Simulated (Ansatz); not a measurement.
C3H4F2O can be A, `FC(F)C1CO1`, or B, `C/C(F)=C(/O)F`.

Computed with Ansatz on PBE0-D4/def2-TZVP structures; ΔE is electronic, products minus reactants. CCSD(T)/CBS is the MP2 limit (def2-TZVPP, def2-QZVPP) plus CCSD(T) − MP2 in def2-TZVPP, frozen cores. DFT in def2-TZVPP. B3LYP here is the variant with VWN-RPA as its local correlation; programs differ in this. Each species was taken in one conformer, which may not be the lowest.

**Question.** Which isomer does CCSD(T)/CBS put lower? Give the gap. (An estimate is asked.)

**Answer.** The calculation gave: B, by 8.7 kcal/mol.

**Question.** Give E(B) − E(A) in kcal/mol with LDA (SPW92), MP2/def2-TZVPP, B3LYP, B2PLYP, ωB97M-V, CCSD/def2-TZVPP, CCSD(T)/def2-TZVPP. (Estimate.)

**Answer.** Ansatz gave: LDA (SPW92) -11.6, MP2/def2-TZVPP -6.4, B3LYP -11.6, B2PLYP -9.6, ωB97M-V -8.9, CCSD/def2-TZVPP -7.6, CCSD(T)/def2-TZVPP -7.9. None reverses the order clearly.

**Question.** Does the order hold for the free energy at 298.15 K (harmonic terms from PBE0-D4)? (Estimate.)

**Answer.** Computed: Yes: G(B) − G(A) = -10.2 kcal/mol, for one conformer each.

Largest T1 diagnostic: 0.012.

From BLYP to BHLYP (50 % exact exchange), in def2-TZVPP and without D4, E(B) − E(A) moves by +2.6 kcal/mol. Leaving LDA and LC-ωPBE aside and taking each functional with its dispersion term where it has one, the values, not all of them listed here, spread over 6.4 kcal/mol, from BLYP-D4 to ωB97X-V. LDA lies −1.6 kcal/mol from PBE without D4.
